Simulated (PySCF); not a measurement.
propyne (C3H4), SMILES C#CC. Heavy atoms are numbered as in [CH3:1][C:2]#[CH:3]. Hydrogens are named by the atom that carries them.

Geometry optimised at B3LYP-D3(BJ)/def2-TZVP.

These are PySCF with PBE/pcSseg-2 values and carry that method's errors.

GIAO shieldings, no solvent; atoms alike by connectivity are averaged. δ = σ(ref) − σ: ¹³C against TMS (σ = 181.4 ppm); ¹H against TMS (σ = 31.47 ppm), references at their B3LYP-D3(BJ)/def2-TZVP geometries, non-relativistic.

```csv
nucleus,atoms,count,δ (ppm)
¹³C,C2,1,85.1
¹³C,C3 (CH),1,70.8
¹³C,C1 (CH3),1,4.2
¹H,H on C1,3,1.87
¹H,H on C3,1,1.16
```
